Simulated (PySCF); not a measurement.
# Calculated NMR parameters of C#COCC

- Formula: C4H6O
- SMILES: C#COCC
- Point group of the computed structure: C1
- Degrees of unsaturation: 2
- Carbon signals: 4
- Proton signals: 3

Numbering as in the mapped SMILES `[CH:1]#[C:2][O:3][CH2:4][CH3:5]`. Hydrogens are named by the atom that carries them.

Level of theory: PBE0-D3(BJ)/def2-TZVP structure, NMR shieldings at B97-2/pcSseg-2/GIAO, in PySCF 2.14 (a single conformation, fast rotation and ring inversion assumed for equivalent nuclei, non-relativistic Hamiltonian, isolated molecule).

Referencing at the same level of theory: TMS for 1H and 13C; H2O for 17O.

| carbon | δC, type | δH (multiplicity) | HMBC from (2–3 bonds) | span of the C tensor (ppm) |
| --- | --- | --- | --- | --- |
| C1 | 28.1, CH | 1.07 (s) | – | 176 |
| C2 | 93.1, C | – | H(C4), H(C1) | 300 |
| C4 | 77.1, CH2 | 3.90 (q) | H(C5) | 94 |
| C5 | 15.2, CH3 | 1.40 (t) | H(C4) | 30 |

Other nuclei:
```tsv
atoms	nucleus	environment	δ (ppm)	σ (ppm)
O3	17O	ether oxygen	54.3	273.3
```

Carbon types of the structure: 1 × C, 1 × CH, 1 × CH2, 1 × CH3, which accounts for all hydrogens. δC 93.1: alkyne carbon; sp carbons lie upfield of alkene carbons because the cylindrical π system leaves one tensor component strongly shielded. δC 77.1: sp3 CH2 bonded to O; the inductive effect lowers its shielding. δC 15.2: methyl carbon; saturated and bonded to C and H only. δH 3.90: hydrogen on an sp3 CH2 bonded to O; its carbon carries O, which withdraws density. δH 1.07: hydrogen on a terminal alkyne carbon; it lies on the axis of the triple bond, in its shielding cone.

Shifts are as computed. Against solution values, carbons near 30 ppm lie about +3 ppm off and those near 130 ppm about +7 ppm. Of 1211 compounds with measured shifts, 218 miss one by over three times the rms of a fit or turn the order of signals round; such compounds aren't used in these exercises. Experimental scales use liquid or dissolved standards, which lie at an offset from isolated H2O (liquid H2O: subtract about 36 ppm). Multiplicities follow the n + 1 count of equivalent neighbours, as no J values were calculated; m marks all less simple cases, F and P coupling included.
